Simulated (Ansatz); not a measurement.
**What each rung costs, and what it gives**

Saddle point of C3H5, doublet (C₂H₂ (C#C) + CH₃ → C₃H₅ ([CH][CH][CH3]); bonds formed: C1–C3), PBE0-D4/def2-TZVP structure:

```tsv
atom	x (Å)	y (Å)	z (Å)
C1	-1.0557	-0.2912	0.1249
C2	-1.5796	0.5097	-0.6229
C3	1.2538	-0.1067	0.2389
H4	-0.9986	-1.0966	0.8227
H5	-1.8578	1.2739	-1.3109
H6	1.3263	0.1276	1.2929
H7	1.4154	0.6956	-0.4664
H8	1.4963	-1.1123	-0.0790
```

Barriers are electronic and count from the start structure reached by relaxing down the imaginary mode. Spin–orbit coupling is left out.

Computed with Ansatz 0.2.0 (basis: as named in each row); correlated methods freeze the cores; orbitals are unrestricted. B3LYP uses VWN-RPA correlation. Extrapolation: Hartree–Fock as exp(−7.88 √X), correlation as X^−2.97.

Times are rough, for one single point on 2 threads of a shared host (Arm Neoverse V2).

The estimate by CCSD(T) at an estimated basis limit (MP2 extrapolated from triple and quadruple zeta, plus CCSD(T) − MP2 in triple zeta) is 9.53 kcal/mol.

| method | basis | time (s) | barrier (kcal/mol) | method less estimate |
| --- | --- | --- | --- | --- |
| SPW92 | def2-TZVPP | under 1 | -0.75 | -10.28 |
| PBE-D4 | def2-TZVPP | 2 | 3.71 | -5.82 |
| BLYP-D4 | def2-TZVPP | 2 | 4.69 | -4.84 |
| PBE0-D4 | def2-TZVPP | 2 | 6.36 | -3.17 |
| B3LYP-D4 | def2-TZVPP | 2 | 6.83 | -2.70 |
| BHLYP-D4 | def2-TZVPP | 2 | 9.42 | -0.11 |
| CAM-B3LYP-D4 | def2-TZVPP | 2 | 8.41 | -1.12 |
| RPA on PBE | def2-TZVPP | 3 | 10.00 | 0.47 |
| B2PLYP | def2-TZVPP | 3 | 9.32 | -0.21 |
| r2SCAN-D4 | def2-TZVPP | 4 | 5.60 | -3.93 |
| PBE-QIDH | def2-TZVPP | 4 | 9.63 | 0.10 |
| r2SCAN0-D4 | def2-TZVPP | 4 | 7.11 | -2.42 |
| wB97X-V | def2-TZVPP | 7 | 8.30 | -1.23 |
| wB97M-V | def2-TZVPP | 8 | 8.54 | -0.99 |
| B97M-V | def2-TZVPP | 8 | 6.92 | -2.61 |
| MP2 | def2-QZVPP | 13 | 18.37 | 8.84 |
| CCSD(T) | def2-TZVPP | 57 | 9.39 | -0.14 |

All methods are single points on the PBE0-D4 structures; a negative value means that the method puts the saddle structure below the start.

T1 diagnostic: at most 0.038. ⟨S²⟩ of the unrestricted Hartree–Fock references: 0.76 to 0.98 (a pure state has 0.75). The unrestricted reference is spin-contaminated, which hurts MP2 most.

Labels in which every atom is bracketed show which atoms are joined, not bond orders.
